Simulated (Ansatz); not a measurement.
Consider the ligand exchange at the Si–O bond: `O[SiH]` + CH₃SH → `CS[SiH]` + H₂O.

Gas-phase electronic energies from Ansatz, PBE0-D4/def2-TZVP geometries. CCSD(T)/CBS is the MP2 limit (def2-TZVPP, def2-QZVPP) plus CCSD(T) − MP2 in def2-TZVPP, frozen cores. This one scheme is used for every species. DFT in def2-TZVPP. HSE06 is defined as in plane-wave codes.

`O[SiH]`:

Z-matrix (Å, degrees):
```
O
Si 1 1.657
H 1 0.961 2 114.2
H 2 1.532 1 94.4 3 180.0
```

CH₃SH:

Z-matrix (Å, degrees):
```
C
S 1 1.806
H 1 1.089 2 111.5
H 1 1.089 2 111.5 3 -123.8
H 1 1.090 2 106.2 3 118.1
H 2 1.342 1 97.1 3 61.9
```

`CS[SiH]`:

Z-matrix (Å, degrees):
```
C
S 1 1.812
H 1 1.090 2 110.6
H 1 1.090 2 108.9 3 -120.6
H 1 1.090 2 108.9 3 120.6
Si 2 2.094 1 103.9 3 -0.0
H 6 1.525 2 89.2 1 -180.0
```

H₂O:

Z-matrix (Å, degrees):
```
O
H 1 0.960
H 1 0.960 2 105.1
```

| level | ΔE (kJ/mol) | difference from CCSD(T)/CBS |
| --- | --- | --- |
| BLYP-D4 | -1.7 | 0.3 |
| r2SCAN-D4 | -7.0 | -5.0 |
| B97M-V | -1.0 | 1.0 |
| HSE06-D4 | -11.5 | -9.5 |
| CAM-B3LYP-D4 | 11.6 | 13.6 |
| ωB97M-V | 5.7 | 7.7 |
| PBE | -10.3 | -8.3 |
| PBE0 | -7.3 | -5.3 |
| r2SCAN0 | -4.4 | -2.4 |
| CAM-B3LYP | 15.6 | 17.6 |
| HF/def2-SVP | 17.4 | 19.4 |
| CCSD(T)/def2-SVP | 7.1 | 9.1 |
| SCS-MP2/def2-TZVPP | 8.7 | 10.7 |
| HF/def2-QZVPP | 25.0 | 27.0 |
| MP2/def2-QZVPP | -3.5 | -1.5 |
| SCS-MP2/def2-QZVPP | 5.6 | 7.6 |
| CCSD(T)/CBS | -2.0 | 0 |

Largest T1 diagnostic among the species: 0.016.

From BLYP to BHLYP (50 % exact exchange), in def2-TZVPP and without D4, ΔE moves by +6.1 kJ/mol. In def2-TZVPP, CCSD(T) changes the Hartree–Fock value by −19.6 kJ/mol (the triples alone add −5.4 kJ/mol) and MP2 by −24.1 kJ/mol.
